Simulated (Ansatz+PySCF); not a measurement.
Results of a calculation; reference values are marked as such.
A run of PySCF 2.14.0 on triplet H2O3 at this shape:

```csv
atom,x (Å),y (Å),z (Å)
O,-1.7716,-0.1467,0.0000
H,-1.0812,0.4685,0.0000
H,-1.0452,-0.8390,0.0000
O,1.6172,0.7147,0.0000
O,1.7674,-0.4127,0.0000
```

Its results:

```yaml
Converged: yes
Reference_energy: -225.72093 hartree
Correlation_energy: -0.68618 hartree
Total_energy: -226.40712 hartree
Spin_squared_of_the_determinant: 2.037
```

Question: Which input gives this output? Name the method, the orbitals and the basis set, and write the input.

Answer: UHF-MP2 in cc-pVTZ.

```python
from pyscf import gto, scf, mp

mol = gto.M(atom="""
O -1.771590 -0.146690 0.000000
H -1.081220 0.468500 0.000000
H -1.045210 -0.839030 0.000000
O 1.617210 0.714700 0.000000
O 1.767430 -0.412690 0.000000
""", basis='cc-pvtz', charge=0, spin=2)
mf = scf.UHF(mol)
mf.kernel()
pt = mp.MP2(mf, frozen=3).run()
print(mf.e_tot, pt.e_corr, pt.e_tot)
```
